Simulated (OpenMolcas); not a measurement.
# BPH4 (SMILES BP): levels of theory compared

Wanted: a comparison of 6 runs (HF/STO-3G, M06-2X/STO-3G, PBE0/STO-3G, SVWN5/STO-3G, MP2/STO-3G, ACPF/STO-3G) of BPH4. 

Program for the calculation: OpenMolcas 26.06.

1 further run of the same task is left out (set aside as unsound or not needed).

**1. The molecule**

The species is BPH4 (6 atoms), meant as a singlet with charge 0. As SMILES, `BP`. Geometry: relaxed at GFN2-xTB.

Bond lengths: B1–P2 1.841 Å, B1–H3 1.169 Å, B1–H4 1.169 Å, P2–H5 1.378 Å, P2–H6 1.378 Å. Angles: B1–P2–H5 103.7°, B1–P2–H6 103.7°, P2–B1–H3 119.5°, P2–B1–H4 119.5°, H5–P2–H6 96.8°, H3–B1–H4 120.3°.

**2. A single-point energy at HF/STO-3G (run 1)**

Input file mol.xyz:

```xyz
6

B      0.002660    -0.867960     0.118880
P      0.378740     0.928770     0.259630
H     -0.777460    -1.351190     0.842930
H      0.659230    -1.540870    -0.575930
H      0.599110     1.319050    -1.043720
H     -0.862270     1.512200     0.398210
```

Input file test.input:

```
* BH4P Hartree-Fock
&GATEWAY
BasLib=$CurrDir
Coord=mol.xyz
Basis=STO-3G
Group=NoSym
&SEWARD
&SCF
Thresholds=1e-10 1e-07 1e-07 1e-05
PrOrbitals=1 1
```

The basis set STO-3G is read from a file made from the Basis Set Exchange's data (not shown).

Started as:

```bash
$ export MOLCAS_MEM=1860
$ pymolcas test.input > test.log
```

Standard output:

```text
--- Start Module: gateway ---
[...]
--- Stop Module: gateway /rc=_RC_ALL_IS_WELL_ ---
--- Start Module: seward ---
[...]
      Basis functions           18
--- Stop Module: seward /rc=_RC_ALL_IS_WELL_ ---
--- Start Module: scf ---
[...]
       Convergence after  11 Iterations
[...]
::    Total SCF energy                               -363.5873139071
[...]
      Total spin, S                                     0.0000000000
[...]
      Total electronic charge=   24.000000
      Total            charge=   -0.000000
[...]
      Dipole Moment (debye):
      Origin of the operator (angstrom)=    0.2472    0.4162    0.1949
                   X= -4.3636E-01               Y=  2.9159E-01               Z= -4.8090E-01           Total=  7.1183E-01
      Quadrupole Moment (debye*angstrom):
[...]
--- Stop Module: scf /rc=_RC_ALL_IS_WELL_ ---
[...]
```

It took 1.4 s on 1 thread of Arm Neoverse V2, shared host; peak memory 0.37 GiB.

**3. A single-point energy at M06-2X/STO-3G (run 2)**

mol.xyz is that of step 2.

Input file test.inp:

```
&GATEWAY
  BasLib
  $CurrDir
  Coord
  mol.xyz
  Basis
  STO-3G
  Group
  NoSym

&SEWARD
  GridInput
  Grid=UltraFine
  End of Grid

&SCF
  KSDFT
  M062X
  Thresholds
  1e-10 1e-07 1e-07 1e-05
  PrOrbitals
  1 1
```

The basis set STO-3G is read from a file made from the Basis Set Exchange's data (not shown).

Started as:

```bash
$ export MOLCAS_MEM=1860
$ pymolcas test.inp > test.log
```

Standard output:

```text
--- Start Module: gateway ---
[...]
--- Stop Module: gateway /rc=_RC_ALL_IS_WELL_ ---
--- Start Module: seward ---
[...]
      Basis functions           18
--- Stop Module: seward /rc=_RC_ALL_IS_WELL_ ---
--- Start Module: scf ---
[...]
       Convergence after  13 Iterations
[...]
::    Total KS-DFT energy                            -364.4018185173
[...]
      Total spin, S                                     0.0000000000
[...]
      Total electronic charge=   24.000000
      Total            charge=   -0.000000
[...]
      Dipole Moment (debye):
      Origin of the operator (angstrom)=    0.2472    0.4162    0.1949
                   X= -3.2356E-01               Y=  7.6569E-01               Z= -4.3005E-01           Total=  9.3590E-01
      Quadrupole Moment (debye*angstrom):
[...]
--- Stop Module: scf /rc=_RC_ALL_IS_WELL_ ---
[...]
```

It took 5.4 s on 1 thread of Arm Neoverse V2, shared host; peak memory 0.37 GiB.

Runs 3 to 4 aren't shown in full; the table further down has their settings and results.

**4. A single-point energy at MP2/STO-3G (run 5)**

mol.xyz is that of step 3.

Input file test.inp:

```
* BH4P MP2
>>> EXPORT MOLCAS_PRINT=2

&GATEWAY
  BasLib = $CurrDir
  Coord = mol.xyz
  Basis = STO-3G
  Group = NoSym

&SEWARD

&SCF
  Thresholds = 1e-10 1e-07 1e-07 1e-05
  PrOrbitals = 1 1

&MBPT2
  Frozen = 6
```

The basis set STO-3G is read from a file made from the Basis Set Exchange's data (not shown).

Started as:

```bash
$ export MOLCAS_MEM=1860
$ pymolcas test.inp > test.log
```

Standard output:

```text
--- Start Module: gateway ---
[...]
--- Stop Module: gateway /rc=_RC_ALL_IS_WELL_ ---
[...]
      Basis functions           18
[...]
--- Start Module: scf ---
[...]
       Convergence after  11 Iterations
[...]
::    Total SCF energy                               -363.5873139071
[...]
      Total spin, S                                     0.0000000000
[...]
      Total electronic charge=   24.000000
      Total            charge=   -0.000000
[...]
      Dipole Moment (debye):
      Origin of the operator (angstrom)=    0.2472    0.4162    0.1949
                   X= -4.3636E-01               Y=  2.9159E-01               Z= -4.8090E-01           Total=  7.1183E-01
      Quadrupole Moment (debye*angstrom):
[...]
--- Stop Module: scf /rc=_RC_ALL_IS_WELL_ ---
--- Start Module: mbpt2 ---
[...]
WARNING!
Default frozen orbitals as non valence orbitals is overwritten by user input.
Default values:   6
[...]
       Reference weight ( Cref**2 )         =        0.96638
::    Total MBPT2 energy                             -363.6587649959
[...]
      Total MBPT2 calculations                           0.03      0.03
--- Stop Module: mbpt2 /rc=_RC_ALL_IS_WELL_ ---
[...]
```

Run time: 1.5 s. Hardware: 1 thread of Arm Neoverse V2, shared host; peak memory 0.37 GiB.

**5. The energy at ACPF/STO-3G (run 6)**

mol.xyz is that of step 4.

Input file test.input:

```
&gateway
  baslib
  $CurrDir
  coord
  mol.xyz
  basis
  STO-3G
  group
  NoSym

&seward

&scf
  thresholds
  1e-10 1e-07 1e-07 1e-05
  prorbitals
  1 1

&motra
  frozen
  6

&guga
  electrons
  12
  spin
  1
  inactive
  6
  active
  0
  ciall
  1

&cpf
  acpf
```

The basis set STO-3G is read from a file made from the Basis Set Exchange's data (not shown).

Started as:

```bash
$ export MOLCAS_MEM=1860
$ pymolcas test.input > test.log
```

Standard output:

```text
--- Start Module: gateway ---
[...]
--- Stop Module: gateway /rc=_RC_ALL_IS_WELL_ ---
[...]
      Basis functions           18
[...]
       Convergence after  11 Iterations
[...]
::    Total SCF energy                               -363.5873139071
[...]
      Total spin, S                                     0.0000000000
[...]
      *** WARNING: Default frozen orbitals is overwritten by user input.
      *** Default values:   6
[...]
--- Start Module: guga ---
[...]
--- Stop Module: guga /rc=_RC_ALL_IS_WELL_ ---
--- Start Module: cpf ---
[...]
      Active orbitals                            0       0
[...]
      Spin quantum number                      0.0
[...]
     FINAL ACPF ENERGY        -363.68916919
     FINAL CORRELATION ENERGY   -0.10185529  REFERENCE ENERGY    -363.58731391
[...]
      Title:  ACPF natural orbitals
[...]
      Total electronic charge=   24.000000
      Total            charge=    0.000000
[...]
      Dipole Moment (debye):
      Origin of the operator (angstrom)=    0.2472    0.4162    0.1949
                   X= -2.2013E-01               Y=  1.0415E+00               Z= -3.6212E-01           Total=  1.1244E+00
      Quadrupole Moment (debye*angstrom):
[...]
--- Stop Module: cpf /rc=_RC_ALL_IS_WELL_ ---
[...]
```

Wall time 1.7 s (1 thread of Arm Neoverse V2, shared host); peak memory 0.37 GiB.

**6. Overview of the runs**

```tsv
run	level	integration grid	frozen core orbitals	energy (Eh)	dipole moment (D) of the reference	HOMO energy (eV)	LUMO energy (eV)	wall time
1	HF/STO-3G	–	–	-363.587314	0.71	-7.50	6.63	1.4 s
2	M06-2X/STO-3G	UltraFine	–	-364.401819	0.94	-5.94	2.86	5.4 s
3	PBE0/STO-3G	UltraFine	–	-364.235341	1.11	-4.87	1.78	3.6 s
4	SVWN5/STO-3G	UltraFine	–	-362.773216	1.42	-3.67	0.62	3.6 s
5	MP2/STO-3G	–	6	-363.658765	0.71	-7.50	6.63	1.5 s
6	ACPF/STO-3G	–	6	-363.689169	0.71	-7.50	6.63	1.7 s
```

**7. Outcome**

| quantity | value |
| --- | --- |
| run 6: total energy | -363.68917 Eh |
| run 6: dipole moment (mean-field density) | 0.71 D |
| run 6: HOMO energy (Hartree–Fock orbitals) | -7.50 eV |
| run 6: LUMO energy (Hartree–Fock orbitals) | 6.63 eV |
| run 6: HOMO–LUMO gap (Hartree–Fock orbitals) | 14.13 eV |
| run 6: correlation energy (6 core orbitals frozen) | -101.9 mEh |

What this shows: Below the HF energy at the same shape and in the same basis (STO-3G): MP2 -71.5 mEh; ACPF -101.9 mEh. Over runs 1, 2, 3, 4 the dipole moment (its size) runs from 0.71 D (HF/STO-3G) to 1.42 D (SVWN5/STO-3G). Over runs 1, 2, 3, 4 the HOMO–LUMO gap runs from 4.29 eV (SVWN5/STO-3G) to 14.13 eV (HF/STO-3G). Exact exchange widens orbital gaps. Totals of different functionals can't be ranked against each other. In runs 1, 2, 3, 4, 5, 6 the basis is minimal, so the values are rough. All runs together took 17 s, the longest 5.4 s.
